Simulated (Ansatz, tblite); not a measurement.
# The cluster Li₂S+: one state, many levels

How do method and basis change the picture of the cluster Li₂S+ (doublet)?

Program: Ansatz 0.2.0, Gaussian basis. Level of theory: as each input shows. These are calculated values, not measurements.

Plan: GFN1-xTB, GFN2-xTB, PBE-D4/def2-TZVP, r2SCAN-D4/def2-TZVP, PBE-QIDH/def2-TZVP, LDA/def2-TZVP, HSE06-D4/def2-TZVP, B2PLYP/def2-TZVP, B3LYP-D4/def2-TZVP, PBE-D4/def2-SVP, PBE0-D4/def2-SVP, HF/STO-3G, CCSD(T)/def2-TZVPP, MP2/def2-TZVP, RPA/def2-TZVP.

2 further runs of the same task are left out: 2 set aside as unsound or not needed.

## (1) The relaxed structure

The geometry is that of the doublet, from an earlier relaxation (r2SCAN-D4/def2-TZVP). At that level it is the lowest of the isomers that a small search found.

3 atoms, charge 1, spin multiplicity 2.

Bond lengths: Li1–S3 2.257 Å, Li2–S3 2.257 Å. Angles: Li1–S3–Li2 180.0°.

The ion is computed in the gas phase, without counter-ions or solvent.

PBE0-D4/def2-TZVP was run before; its log isn't repeated, and its numbers join the tables.

## (2) GFN1-xTB

Tight binding, by tblite at 300 K electronic temperature and without a spin-polarisation term:

```python
tblite.interface.Calculator('GFN1-xTB', numbers, positions, charge=1, uhf=1).singlepoint()
```

Energy -107.8892 eV; 0.002 s.

## (3) GFN2-xTB

Tight binding, by tblite at 300 K electronic temperature and without a spin-polarisation term:

```python
tblite.interface.Calculator('GFN2-xTB', numbers, positions, charge=1, uhf=1).singlepoint()
```

Energy -92.7832 eV; 0.002 s.

## (4) PBE-D4/def2-TZVP

start.molden holds the orbitals of an earlier run on this state, given as this run's starting guess.

The input, in.yaml:

```yaml
crystal:
  periodic: [false, false, false]
  atoms:
    - {symbol: Li, position_ang: [1.244702, 1.275780, 1.385399]}
    - {symbol: Li, position_ang: [-1.244709, -1.275780, -1.385399]}
    - {symbol: S, position_ang: [-0.000003, 0.000000, -0.000000]}
basis:
  gaussian: {orbitals: def2-TZVP, initial_orbitals: start.molden}
total_charge: 1
magnetization: {spin_polarized: true, initial_magnetization: 1}
hamiltonian: {xc: pbe, dispersion: d4}
scf: {omitted_lower_state_checks: [starts]}
output: {orbitals: {seedname: orbitals}}
```

Started as:

```sh
ansatz run in.yaml --threads 4 --pin off --events-out ev --progress --plain --max-ram 3916MiB
```

The runs that follow: r2SCAN-D4/def2-TZVP; PBE-QIDH/def2-TZVP; LDA/def2-TZVP; HSE06-D4/def2-TZVP; B2PLYP/def2-TZVP; B3LYP-D4/def2-TZVP; PBE-D4/def2-SVP; PBE0-D4/def2-SVP; HF/STO-3G; CCSD(T)/def2-TZVPP; MP2/def2-TZVP; RPA/def2-TZVP.

Q: Predict the results of all the runs planned. Wanted: gap in def2-TZVP, named functionals, smallest and largest; correlation energy, CCSD(T)/def2-TZVPP; correlation energy, MP2/def2-TZVP; ⟨S²⟩ in def2-TZVP, named functionals, smallest and largest; PBE0 total energy, smallest basis above largest.

**Answer**, as computed:

```
                                                  quantity                                value
 gap in def2-TZVP, named functionals, smallest and largest  0.38 eV (PBE-D4), 2.80 eV (PBE0-D4)
                    correlation energy, CCSD(T)/def2-TZVPP                             -6.79 eV
                         correlation energy, MP2/def2-TZVP                             -5.68 eV
⟨S²⟩ in def2-TZVP, named functionals, smallest and largest                         0.754, 0.757
           PBE0 total energy, smallest basis above largest        3.86 eV (def2-SVP, def2-TZVP)
```

What this shows: Orbital gaps of the named functionals in def2-TZVP span 0.38 eV (PBE-D4) to 2.80 eV (PBE0-D4); exact exchange widens it. LDA leaves an empty level below a filled one, so this occupation isn't an aufbau state there; left out of the range. Over the named functionals in def2-TZVP spin contamination reaches 0.01 (r2SCAN-D4), which is small.
